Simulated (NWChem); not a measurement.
## disilane (H6Si2)

SMILES: [SiH3][SiH3]
```xyz
8

Si     1.1759     0.0521     0.0000
Si    -1.1759    -0.0521     0.0000
H      1.6663     0.7806     1.2230
H      1.6663     0.7806    -1.2230
H      1.7601    -1.3356     0.0000
H     -1.6663    -0.7806     1.2230
H     -1.6663    -0.7806    -1.2230
H     -1.7601     1.3356     0.0000
```
Charge 0, spin multiplicity 1.

Program: NWChem. The geometry was optimised at PBE/def2-SVP, a minimum by its harmonic frequencies.

Symmetry labels belong to the abelian group C2h used in the runs, with the axes of the coordinates shown; states degenerate in a higher group split over its labels.

Problem. List the lowest 6 singlet excitations that CIS/aug-cc-pVDZ gives, with oscillator strengths.

Solution. 
```json
[
 {"state": "1", "symmetry": "bu", "energy (eV)": "8.09", "wavelength (nm)": "153", "f": "0.041"},
 {"state": "2", "symmetry": "au", "energy (eV)": "8.09", "wavelength (nm)": "153", "f": "0.041"},
 {"state": "3", "symmetry": "ag", "energy (eV)": "8.16", "wavelength (nm)": "152", "f": "0.000"},
 {"state": "4", "symmetry": "bu", "energy (eV)": "8.50", "wavelength (nm)": "146", "f": "0.781"},
 {"state": "5", "symmetry": "bg", "energy (eV)": "8.80", "wavelength (nm)": "141", "f": "0.000"},
 {"state": "6", "symmetry": "ag", "energy (eV)": "8.80", "wavelength (nm)": "141", "f": "0.000"}
]
```
